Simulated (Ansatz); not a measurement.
**SiN2H4: up Jacob's ladder to CCSD(T)**

How much do the methods differ for SiN2H4? The plan is to run it at one geometry with functionals of several rungs and with coupled cluster, and see how far each lands from CCSD(T) at the basis-set limit for the atomisation energy.

Method: functionals in def2-TZVPP, the program's frozen cores in correlated methods; program: Ansatz 0.2.0, Gaussian basis.

Plan: LDA (SPW92), PBE-D4, revPBE-D4, BLYP-D4, r2SCAN-D4, B97M-V, PBE0-D4, B3LYP-D4, r2SCANh-D4, r2SCAN0-D4, HSE06-D4, BHLYP-D4, CAM-B3LYP-D4, LC-ωPBE, ωB97X-V, ωB97M-V, B2PLYP, PBE-QIDH; CCSD(T)/def2-SVP; CCSD(T)/def2-TZVPP; CCSD(T)/def2-QZVPP; extrapolation to the limit; RPA on PBE.

### 1 The geometry

An earlier PBE0-D4 in a triple-zeta def2 set relaxation fixed the geometry.

SMILES `N[Si]N`, 7 atoms, charge 0, spin multiplicity 1.

Atoms are counted from 1 here; the program's logs count them from 0.

Bond lengths: N1–Si2 1.716 Å, N1–H4 1.006 Å, N1–H5 1.009 Å, Si2–N3 1.716 Å, N3–H6 1.009 Å, N3–H7 1.006 Å. Angles: Si2–N1–H4 120.3°, Si2–N1–H5 127.8°, H4–N1–H5 111.9°, N1–Si2–N3 100.2°, Si2–N3–H6 127.8°, Si2–N3–H7 120.3°, H6–N3–H7 111.9°.

As a file:

```xyz
7

N    -1.2184    0.3180   -0.3534
Si   -0.1800   -1.0463   -0.4272
N     1.2248   -0.3983    0.3157
H    -2.1539    0.2637   -0.7206
H    -1.0159    1.2295    0.0297
H     1.3578    0.5331    0.6809
H     2.0469   -0.9677    0.4292
```

### 2 LDA

This LDA is Slater exchange with PW92 correlation.

The input, in.yaml:

```yaml
crystal:
  periodic: [false, false, false]
  atoms:
    - {symbol: N, position_ang: [-1.218366, 0.317985, -0.353355]}
    - {symbol: Si, position_ang: [-0.179970, -1.046295, -0.427165]}
    - {symbol: N, position_ang: [1.224757, -0.398304, 0.315683]}
    - {symbol: H, position_ang: [-2.153868, 0.263686, -0.720632]}
    - {symbol: H, position_ang: [-1.015868, 1.229536, 0.029693]}
    - {symbol: H, position_ang: [1.357754, 0.533141, 0.680891]}
    - {symbol: H, position_ang: [2.046861, -0.967749, 0.429186]}
basis:
  gaussian: {orbitals: def2-TZVPP}
hamiltonian: {xc: lda}
output: {orbitals: {seedname: orbitals}}
```

Run with:

```console
$ ansatz run in.yaml --threads 2 --pin off --events-out ev --progress --plain --max-ram 32768MiB --backend cpu
```

After this run come: PBE-D4 (GGA); revPBE-D4 (GGA); BLYP-D4 (GGA); r2SCAN-D4 (meta-GGA); B97M-V (meta-GGA); B3LYP-D4 (hybrid); r2SCANh-D4 (hybrid); r2SCAN0-D4 (hybrid); HSE06-D4 (hybrid); BHLYP-D4 (hybrid); CAM-B3LYP-D4 (range-separated); LC-ωPBE (range-separated); ωB97X-V (range-separated); ωB97M-V (range-separated); B2PLYP (double hybrid); PBE-QIDH (double hybrid); CCSD(T) in def2-SVP; CCSD(T) in def2-TZVPP; CCSD(T) in def2-QZVPP; RPA on PBE orbitals.

Q: Predict the results of all the runs planned. Wanted: atomisation energy, CCSD(T)/CBS; farthest beyond LDA; mean size of error, GGA; mean size of error, meta-GGA; mean size of error, hybrid; mean size of error, range-separated; mean size of error, double hybrid; gap, smallest and largest; T1 diagnostic.

The runs gave:

| quantity | value |
| --- | --- |
| atomisation energy, CCSD(T)/CBS | 575.0 kcal/mol |
| functionals within 2.9 kcal/mol (0.5 %) | B97M-V |
| farthest beyond LDA | BHLYP-D4 (-18.2 kcal/mol) |
| mean size of error, GGA | 7.8 kcal/mol |
| mean size of error, meta-GGA | 3.3 kcal/mol |
| mean size of error, hybrid | 9.9 kcal/mol |
| mean size of error, range-separated | 5.3 kcal/mol |
| mean size of error, double hybrid | 8.9 kcal/mol |
| gap, smallest and largest | 4.11 eV (LDA (SPW92)), 10.81 eV (LC-ωPBE) |
| T1 diagnostic | 0.0126 |
| triples share of the correlation energy | 3.8 % |

**Reading.** The LDA atomisation energy is off by 86.0 kcal/mol (15 %): it overbinds. PBE-D4 misses by +11.6 kcal/mol. Double hybrids carry the basis error of their MP2 part in triple zeta, and no dispersion term here, so their miss is partly the set-up's. By mean error the best rung here is meta-GGA (3.3 kcal/mol) and the worst beyond LDA is hybrid (9.9 kcal/mol). The mean of the hybrids holds BHLYP, with half exact exchange. Misses under about 2.9 kcal/mol are within the doubt on the reference itself, which lacks core-valence correlation, relativity and higher excitations. Hartree-Fock recovers 66 % of the binding; the rest is correlation. CCSD(T) in def2-SVP is off by -55.1 kcal/mol, worse than the median functional, from the basis alone. Orbital gaps span 4.1 to 10.8 eV; exact exchange widens them.
